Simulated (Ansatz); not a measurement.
Input file for Ansatz (a first-principles code): U-HF/def2-TZVPP on SiH2 (SMILES [SiH2]), 2S+1 = 3, atoms moved off the minimum.

Ansatz 0.2 input:
```yaml
crystal:
  periodic: [false, false, false]
  atoms:
    - {symbol: Si, position_ang: [0.07591248, 0.14486720, 0.07527670]}
    - {symbol: H, position_ang: [-1.18277768, -0.78788842, -0.16978345]}
    - {symbol: H, position_ang: [1.31424850, -0.64282990, -0.16072851]}
basis:
  gaussian:
    orbitals: def2-TZVPP
hamiltonian:
  xc: {name: HF}
magnetization: {spin_polarized: true, initial_magnetization: 2}
output: {forces: true}
```

The head of its log:

```
WARN ansatz: RAYON_NUM_THREADS=1 ignored (pool sized by the plan → 1); use --threads N
Functional definition: HF
integrals: 0.01 GiB planned
451 factors; their error is unknown
mean field: 0.10 GiB planned
mean field evaluation 1: about -7890.7927 eV, gradient 7.1e0 eV
mean field evaluation 2: about -7891.4142 eV, gradient 2.8e0 eV
```

**Question.** Give the final energy of this run.

**Answer.** -290.0146 hartree.
